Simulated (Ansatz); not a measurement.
C$_{2}$N$_{2}$, SMILES `[C-]#[N+][N+]#[C-]`. Total charge 0; spin multiplicity 1. The structure was optimised at the PBE0-D4/def2-TZVP level.

```xyz
4

C     1.574   -0.759   -0.462
N     0.551   -0.265   -0.162
N    -0.551    0.265    0.162
C    -1.574    0.759    0.462
```

Question: What is the dipole moment at r2SCAN/def2-TZVPP? (Best estimate.)

Answer: Computed: 0.00 D, zero by symmetry or nearly so.

Question: Give the Mulliken charges with r2SCAN, ωB97M-V, PBE in def2-TZVPP. (Best estimate.)

Answer: Ansatz gave: 
```json
{"atom": "C1", "r2SCAN": "-0.09", "ωB97M-V": "-0.10", "PBE": "-0.18"}
{"atom": "N2", "r2SCAN": "0.09", "ωB97M-V": "0.10", "PBE": "0.18"}
{"atom": "N3", "r2SCAN": "0.09", "ωB97M-V": "0.10", "PBE": "0.18"}
{"atom": "C4", "r2SCAN": "-0.09", "ωB97M-V": "-0.10", "PBE": "-0.18"}
```
